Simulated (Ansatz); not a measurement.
## How the Voigt–Reuss–Hill shear modulus of solid chlorine moves with the method

No measured value is used here.

```
level (code)     value (GPa)  cell (Å³/atom)
---------------  -----------  --------------
LDA (Ansatz)            11.1           22.39
PBEsol (Ansatz)         4.42           26.96
r²SCAN (Ansatz)          ___           27.94
```

Task: Some entries are withheld; supply them.

Result: 
- r²SCAN (Ansatz, a program for electronic structure), value (GPa): 4.19

LDA: LDA has no dispersion term either, though it tends to give short spacings of layers, chains or molecules. PBEsol, r²SCAN: the cell comes from a level without a dispersion term, which matters for the spacing of layers, chains or molecules. Each level is taken at its own relaxed cell. Cutoffs differ between the levels. Ansatz's density-functional and Hartree–Fock values are scalar-relativistic unless marked +SOC, with PAW data made under PBE.
